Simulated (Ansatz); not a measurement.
A rate constant, worked out

An elementary step of SiPH7O, closed shell (SiPH₇O ([OH][SiH2][PH4]) → SiPH₅O ([OH][SiH2][PH2]) + H₂; H–P, H–P broken or loosened, H–H formed or tightened). The start structure is the reactant molecule, and the electronic barrier above it is 1.168 eV by CCSD(T) at an estimated basis limit (MP2 extrapolated from triple and quadruple zeta, plus CCSD(T) − MP2 in triple zeta). Computed with Ansatz 0.2.0 (basis: def2-TZVPP and def2-QZVPP); correlated methods freeze the cores. Extrapolation: Hartree–Fock as exp(−7.88 √X), correlation as X^−2.97. Harmonic wavenumbers at PBE0-D4/def2-TZVP (Ansatz 0.2.0), in cm⁻¹:

Start: 119, 157, 300, 337, 372, 508, 517, 537, 716, 778, 889, 937, 962, 1177, 1203, 1269, 1405, 1686, 1877, 2233, 2238, 2339, 2364, 3805.

Saddle: 1258i, 77, 192, 347, 414, 469, 596, 648, 699, 806, 858, 911, 938, 977, 989, 1049, 1145, 1188, 2199, 2231, 2241, 2342, 2554, 2758.

Task: Work out the transition-state-theory rate constant at 300 K from these numbers alone (harmonic vibrations; rotation, path degeneracy and anharmonicity left out), and the Wigner tunnelling factor. Use 1 cm⁻¹ = 1.2398 × 10⁻⁴ eV and k_B = 8.617 × 10⁻⁵ eV/K.

Result: Zero-point energies, half the sums: start 28725/2 cm⁻¹ = 1.7807 eV; saddle, real modes only, 26628/2 cm⁻¹ = 1.6507 eV.
Barrier with zero-point energy: 1.168 + 1.6507 − 1.7807 = 1.0380 eV.
k_BT = 0.02585 eV, so the barrier is 40.15 k_BT.
Vibrational partition functions from the zero-point level, ln q = −Σ ln(1 − exp(−hν/k_BT)): start 2.507, saddle 2.386.
k = (k_BT/h) exp(ln q‡ − ln q) exp(−E0/k_BT), with log₁₀(k_BT/h in s⁻¹) = 12.80: log₁₀ k = 12.80 + (-0.121 − 40.15)/2.3026 = -4.69, so k ≈ 2 × 10^(-5) s⁻¹.
Wigner factor: 1 + (hν‡/k_BT)²/24 = 1 + (6.03)²/24 = 2.52, too large for this simple formula to be trusted. A change of 1 kcal/mol (0.043 eV) in the barrier would change k by a factor of 5.4 at this temperature.

The T1 diagnostic stays at or below 0.019.

Labels in which every atom is bracketed show which atoms are joined, not bond orders.

For scale, one of the runs: CCSD(T)/def2-TZVPP, 213 basis functions, launched by `ansatz run in.yaml --threads 4 --pin off --events-out ev --progress --plain --max-ram 9574MiB`. Hardware: 4 CPU threads of an Arm Neoverse V1, shared host. Wall time 42 s; peak host memory 2.9 GiB.
